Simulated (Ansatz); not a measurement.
# C6H14O: small, medium and large basis sets

Aim: see how fast density functionals converge with the basis set for C6H14O.

Method: one geometry, several basis sets; program: Ansatz 0.2.0, Gaussian basis.

Plan: PBE0-D4/def2-SVP; ωB97M-V/def2-SVP; PBE0-D4/def2-QZVPP; ωB97M-V/def2-QZVPP; the functionals' def2-TZVPP values are taken from earlier runs.

1 further run of the same task is left out (it didn't finish). Runs told in other sessions of the task aren't counted.

## (1) The geometry

All runs share one geometry, relaxed beforehand with PBE0-D4 in a triple-zeta def2 set.

SMILES `CCCCC(C)O`, 21 atoms, charge 0, spin multiplicity 1.

Atoms are counted from 1 here; the program's logs count them from 0.

Bond lengths: C1–C2 1.519 Å, C1–H8 1.092 Å, C1–H9 1.094 Å, C1–H10 1.094 Å, C2–C3 1.521 Å, C2–H11 1.097 Å, C2–H12 1.095 Å, C3–C4 1.521 Å, C3–H13 1.095 Å, C3–H14 1.096 Å, C4–C5 1.523 Å, C4–H15 1.099 Å, C4–H16 1.097 Å, C5–C6 1.516 Å, C5–O7 1.419 Å, C5–H17 1.094 Å, C6–H18 1.093 Å, C6–H19 1.091 Å and more. Angles: C2–C1–H8 111.7°, C2–C1–H9 111.1°, C2–C1–H10 111.0°, H8–C1–H9 107.7°, H8–C1–H10 107.7°, H9–C1–H10 107.5°, C1–C2–C3 112.5°, C1–C2–H11 109.7°, C1–C2–H12 109.2°, C3–C2–H11 109.3°, C3–C2–H12 109.8°, H11–C2–H12 106.2°, C2–C3–C4 114.3°, C2–C3–H13 109.2°, C2–C3–H14 108.8°, C4–C3–H13 109.1°, C4–C3–H14 108.8°, H13–C3–H14 106.4° and more.

As a file:

```xyz
21
charge 0, multiplicity 1
C     0.8217   -2.9681   -0.4503
C     0.1781   -1.6035   -0.6250
C    -0.0330   -0.8850    0.6987
C    -0.7500    0.4515    0.5782
C     0.0275    1.5242   -0.1726
C    -0.7505    2.8224   -0.2668
O     1.3084    1.7358    0.4006
H     0.9685   -3.4703   -1.4093
H     0.2036   -3.6186    0.1752
H     1.7993   -2.8806    0.0320
H    -0.7867   -1.7131   -1.1355
H     0.8044   -0.9920   -1.2822
H     0.9373   -0.7285    1.1814
H    -0.6096   -1.5357    1.3663
H    -0.9773    0.8375    1.5814
H    -1.7178    0.3106    0.0820
H     0.2434    1.1706   -1.1856
H    -1.6965    2.6781   -0.7945
H    -0.1689    3.5787   -0.7967
H    -0.9830    3.2054    0.7330
H     1.1810    2.0806    1.2898
```

## (2) PBE0-D4 in def2-SVP

Input file in.yaml:

```yaml
crystal:
  periodic: [false, false, false]
  atoms:
    - {symbol: C, position_ang: [0.821733, -2.968069, -0.450286]}
    - {symbol: C, position_ang: [0.178075, -1.603501, -0.624982]}
    - {symbol: C, position_ang: [-0.033035, -0.885018, 0.698726]}
    - {symbol: C, position_ang: [-0.750008, 0.451520, 0.578216]}
    - {symbol: C, position_ang: [0.027477, 1.524201, -0.172648]}
    - {symbol: C, position_ang: [-0.750454, 2.822355, -0.266778]}
    - {symbol: O, position_ang: [1.308420, 1.735831, 0.400607]}
    - {symbol: H, position_ang: [0.968479, -3.470267, -1.409287]}
    - {symbol: H, position_ang: [0.203598, -3.618642, 0.175236]}
    - {symbol: H, position_ang: [1.799342, -2.880630, 0.032020]}
    - {symbol: H, position_ang: [-0.786656, -1.713128, -1.135494]}
    - {symbol: H, position_ang: [0.804442, -0.991957, -1.282210]}
    - {symbol: H, position_ang: [0.937281, -0.728495, 1.181377]}
    - {symbol: H, position_ang: [-0.609589, -1.535746, 1.366252]}
    - {symbol: H, position_ang: [-0.977296, 0.837536, 1.581352]}
    - {symbol: H, position_ang: [-1.717817, 0.310618, 0.082026]}
    - {symbol: H, position_ang: [0.243390, 1.170647, -1.185612]}
    - {symbol: H, position_ang: [-1.696467, 2.678075, -0.794541]}
    - {symbol: H, position_ang: [-0.168949, 3.578687, -0.796743]}
    - {symbol: H, position_ang: [-0.982968, 3.205358, 0.732988]}
    - {symbol: H, position_ang: [1.181009, 2.080615, 1.289771]}
basis:
  gaussian: {orbitals: def2-SVP}
hamiltonian: {xc: pbe0, dispersion: d4}
output: {orbitals: {seedname: orbitals}}
```

Started as:

```
ansatz run in.yaml --threads 2 --pin off --events-out ev --progress --plain --max-ram 22528MiB --backend cpu
```

Further steps of the session: ωB97M-V in def2-SVP; PBE0-D4 in def2-QZVPP; ωB97M-V in def2-QZVPP.

**Question.** What will the summary of the whole plan be? Wanted: PBE0-D4: double and triple zeta above quadruple; ωB97M-V: double and triple zeta above quadruple.

The runs gave:

```
                                       quantity           value
PBE0-D4: double and triple zeta above quadruple   9.90, 0.48 eV
ωB97M-V: double and triple zeta above quadruple  10.42, 0.48 eV
```

PBE0-D4 gains 9.41 eV from double to triple zeta, then 0.48 eV more. Total energies overstate the basis error of differences, where much of it tends to cancel. The LUMO of ωB97M-V is positive and keeps falling with the basis (3.26 to 1.77 eV): an unbound level that the basis holds in place.
